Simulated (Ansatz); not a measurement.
# Wavefunction methods compared: H2O, singlet

Program: Ansatz, Gaussian basis, development build; BCCD by scripts on PySCF. Basis cc-pVDZ, 1 core orbital frozen, nonrelativistic. Perturbation and coupled-cluster methods stand on the Hartree–Fock determinant that coupled cluster favours (restricted). 

Geometry (Å):

```xyz
3

O     0.0000    0.0000    0.1171
H     0.0000    0.7567   -0.4686
H     0.0000   -0.7567   -0.4686
```

Correlation energy of CCSD(T), then each method's total less that of CCSD(T), in eV:

```
case  E corr CCSD(T)    BCCD  BCCD(T)  determinant
 RHF          -5.829  +0.086    0.000            –
```

How far does CCSDT(Q) lie from CCSD(T) in each case, and where is CCSD(T) within 1 kcal/mol (0.043 eV)?

RHF: -0.018 eV (within).
